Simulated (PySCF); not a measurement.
Calculation: TPSSh-D3(BJ)/def2-TZVP // PBE0-D3(BJ)/def2-TZVP (PySCF 2.14.0). All species are isolated molecules in the gas phase. 

Reference species (SMILES): `C` (neutral, multiplicity 1).

| Item | Value |
|---|---|
| hole reorganisation energy (four-point) | 3.102 eV |

Changed species: `[GeH4]`.

Q: Give the shifts of the hole reorganisation energy (four-point).

A: the hole reorganisation energy (four-point) drops by 1.514 eV, to 1.588 eV.
